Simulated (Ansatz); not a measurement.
**SiClO (sextet): wave-function methods side by side, cc-pVDZ**

The task here is to estimate one member of a computed series from the others.

Method: cc-pVDZ, core rule «outside noble gas», up to 11 orbitals frozen; program: Ansatz 0.2.0, Gaussian basis.

The runs, in order: UHF; CCSD(T) on ROHF; CCSD(T) on UHF; BCCD(T) on ROHF; CISD; CCSDT(Q) on ROHF; CCSDT(Q) on UHF; CASSCF and MRCISD+Q, 15 electrons in 11 orbitals; CASSCF and NEVPT2, 15 electrons in 11 orbitals.

34 further runs of the same task are left out: 8 for a known fault of the program, 1 for a mislabelled method, 9 that didn't finish, 16 set aside as unsound or not needed.

### The system

The geometry is a PBE0/def2-TZVP stationary point (not a proven minimum) of the parent state, kept for this charge and spin.

3 atoms, charge 0, spin multiplicity 6.

Atoms are counted from 1 here; the program's logs count them from 0.

Bond lengths: Cl1–Si3 2.238 Å, O2–Si3 1.908 Å. Angles: Cl1–Si3–O2 65.5°.

Set-up of the first run:

in.yaml reads:

```yaml
crystal:
  periodic: [false, false, false]
  atoms:
    - {symbol: Cl, position_ang: [0.000000, -0.104654, 1.131961]}
    - {symbol: O, position_ang: [0.000000, 1.273898, -0.660805]}
    - {symbol: Si, position_ang: [0.000000, -0.593591, -1.052463]}
basis:
  gaussian: {orbitals: cc-pVDZ}
magnetization: {spin_polarized: true, initial_magnetization: 5}
hamiltonian: {xc: hf}
output: {orbitals: {seedname: orbitals}}
```

Started as:

```sh
ansatz run in.yaml --threads 1 --pin off --events-out ev --progress --plain --max-ram 2393MiB
```

Among the steps run: UHF; CCSD(T) on ROHF; CCSD(T) on UHF; BCCD(T) on ROHF; CISD; CCSDT(Q) on ROHF; CCSDT(Q) on UHF; CASSCF and MRCISD+Q, 15 electrons in 11 orbitals; CASSCF and NEVPT2, 15 electrons in 11 orbitals.

One table of the session follows, with a row left open; its other results are not shown here.

| method | from RCCSDT(Q) (meV) |
| --- | --- |
| ROHF | +10013.2 |
| UHF | +9689.2 |
| RMP2 | +1642.7 |
| UMP2 | +1578.8 |
| CISD | +1424.8 |
| RCCSD | ? |
| UCCSD | +441.6 |
| RCCSD(T) | +125.7 |
| UCCSD(T) | +125.4 |
| BCCD(T) | +126.7 |
| RCCSDT | +43.4 |
| UCCSDT | +43.0 |
| RCCSDT(Q) | 0 |
| UCCSDT(Q) | -12.7 |
| CASSCF valence | +9018.3 |
| NEVPT2 valence | +1686.1 |
| MRCISD valence | +1020.1 |
| MRCISD+Q valence | +188.7 |

Estimate the missing values for RCCSD.

As computed: from RCCSDT(Q) (meV): +456.9. In the column «from RCCSDT(Q) (meV)» it lies between UCCSD (+441.6) and MRCISD valence (+1020.1).

To keep in mind: Restricted and unrestricted rows rest on different reference determinants; where their highest levels disagree by more than a few hundredths of an eV, they describe different states and don't form one ladder.
